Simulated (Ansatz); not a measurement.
**CH₂NO radical (SMILES N[C]=O): functionals against CCSD(T) at one geometry**

One table from this session's results is given with a row withheld; the runs are named, their logs left out.

The runs use Ansatz 0.2.0, Gaussian basis; single points in def2-TZVPP.

Correlated methods freeze the cores. Orbitals are unrestricted.

### Where the work starts

SMILES `N[C]=O`, 5 atoms, charge 0, spin multiplicity 2.

Atoms are counted from 1 here; the program's logs count them from 0.

Bond lengths: N1–C2 1.412 Å, N1–H4 1.038 Å, N1–H5 0.984 Å, C2–O3 1.196 Å. Angles: C2–N1–H4 113.1°, C2–N1–H5 123.9°, H4–N1–H5 121.8°, N1–C2–O3 131.6°.

As a file:

| atom | x (Å) | y (Å) | z (Å) |
| --- | --- | --- | --- |
| N1 | -0.40180 | 0.34630 | -0.21250 |
| C2 | 0.80380 | -0.32800 | 0.08080 |
| O3 | 1.10830 | -1.05580 | 0.97940 |
| H4 | -0.33710 | 0.94750 | -1.05590 |
| H5 | -1.26560 | 0.13630 | 0.21010 |

The first run:

Input file run/in.yaml:

```yaml
crystal:
  periodic: [false, false, false]
  atoms:
    - {symbol: N, position_ang: [-0.401800, 0.346300, -0.212500]}
    - {symbol: C, position_ang: [0.803800, -0.328000, 0.080800]}
    - {symbol: O, position_ang: [1.108300, -1.055800, 0.979400]}
    - {symbol: H, position_ang: [-0.337100, 0.947500, -1.055900]}
    - {symbol: H, position_ang: [-1.265600, 0.136300, 0.210100]}
basis:
  gaussian: {orbitals: def2-TZVPP}
magnetization: {spin_polarized: true, initial_magnetization: 1}
correlation: {method: ccsd_t}
scf: {omitted_lower_state_checks: [cluster_reference]}
output: {forces: true}
```

No record of the launch command was kept for these runs.

Steps of the session up to this table: CCSD(T)/def2-TZVPP; PBE0-D4/def2-TZVPP; wB97M-V/def2-TZVPP; r2SCAN-D4/def2-TZVPP; PBE-D4/def2-TZVPP; HSE06-D4/def2-TZVPP; B97M-V/def2-TZVPP.

One table of the session follows, with a row left open; its other results are not shown here.

```
   method  RMS force component (eV/Å)  angle to CCSD(T) forces (°)  dipole (D)
  CCSD(T)                       1.159                    reference        3.33
  PBE0-D4                       1.325                         12.1        3.48
  wB97M-V                       1.239                         11.8        3.44
r2SCAN-D4                       1.254                          5.3        3.48
   PBE-D4                       1.264                         12.5        3.35
 HSE06-D4                       1.323                         11.8        3.47
   B97M-V                           ?                            ?           ?
```

Estimate the missing values for B97M-V.

**Answer.** RMS force component (eV/Å): 1.301; angle to CCSD(T) forces (°): 10.8; dipole (D): 3.38. In the column «RMS force component (eV/Å)» it lies between PBE-D4 (1.264) and HSE06-D4 (1.323).
